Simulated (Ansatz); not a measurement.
One change: `C1NCN1` becomes `FC1NCN1`.

Ansatz, PBE0-D4/def2-TZVP geometries, multiplicity 1. 

```
                                          property  `C1NCN1`
             HOMO–LUMO gap (B3LYP/def2-TZVPP) / eV      6.85
                 LUMO energy (PBE/def2-TZVPP) / eV      0.13
             LUMO energy (ωB97M-V/def2-TZVPP) / eV      2.42
size of the dipole moment (ωB97M-V/def2-TZVPP) / D      2.53
               HOMO–LUMO gap (PBE/def2-TZVPP) / eV      5.15
             HOMO energy (ωB97M-V/def2-TZVPP) / eV     -8.79
```

What does the change do to each property? (Estimate.)

The calculation gave: 
| property | `FC1NCN1` | shift |
| --- | --- | --- |
| HOMO–LUMO gap (B3LYP/def2-TZVPP) / eV | 8.11 | 1.26 |
| LUMO energy (PBE/def2-TZVPP) / eV | 0.41 | 0.28 |
| LUMO energy (ωB97M-V/def2-TZVPP) / eV | 2.69 | 0.27 |
| size of the dipole moment (ωB97M-V/def2-TZVPP) / D | 1.38 | -1.15 |
| HOMO–LUMO gap (PBE/def2-TZVPP) / eV | 6.32 | 1.17 |
| HOMO energy (ωB97M-V/def2-TZVPP) / eV | -9.90 | -1.11 |

With PBE0 the HOMO falls by 1.04 eV and the LUMO rises by 0.30 eV, so the gap widens by about 1.34 eV. PBE moves the HOMO by -0.89 eV and ωB97M-V by -1.11 eV. Dipoles are sizes alone; their direction can turn.

B3LYP here is the variant with VWN-RPA as its local correlation; programs differ in this.
